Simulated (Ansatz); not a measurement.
SnH⁻, triplet: the ladder up to full CI

Geometry: a point of a stretch scan, not a stationary point.

```yaml
atoms:
  - { symbol: Sn, position_ang: [0.0000, 0.0000, 0.0000] }
  - { symbol: H, position_ang: [0.0000, 0.0000, 2.2440] }
```

Basis def2-SVPD with its core potentials; Ansatz 0.2.0. Correlated methods freeze the noble-gas cores and the filled d shells of p-block atoms, which leaves 6 electrons in 31 orbitals. Prefix R: restricted or restricted open-shell reference. Active spaces: pair = (4e, 4o) about the gap; valence = (6e, 5o) chosen from the atoms' valence shells. No spin–orbit coupling is included; scalar relativity enters through the core potentials alone.

Full CI is exact within this basis and frozen core; it isn't the basis-set limit.

For open shells CISD is restricted-active-space CI with the open shells as a complete middle space.

```
UHF ⟨S²⟩                          : 2.049
T1 diagnostic (RCCSD)             : 0.0296
largest doubles amplitude (RCCSD) : 0.079
```

Task: From what is known of these methods and the diagnostics, rank them by the size of their error in total energy against full CI in def2-SVPD, smallest first (an estimate: the text doesn't fix the numbers).
A. CISD
B. RCCSDT(Q)
C. MRCISD (valence space)
D. CASSCF (pair space)
E. NEVPT2 (pair space)

Result: B (0.01 kcal/mol), C (2.61 kcal/mol), A (4.31 kcal/mol), E (12.30 kcal/mol), D (46.82 kcal/mol).

All errors are against full CI in def2-SVPD. Within each family the higher level lies nearer, as is usual though not guaranteed.

The full-CI state has the irrep A2 of C2v, in the program's axes (one component, if the state is degenerate).

Natural occupations of full CI about the gap: 1.943 1.892 0.986 0.986 0.084 0.014 0.014 0.013 0.013 0.011; effectively unpaired electrons, Σ n²(2−n)², 2.08.
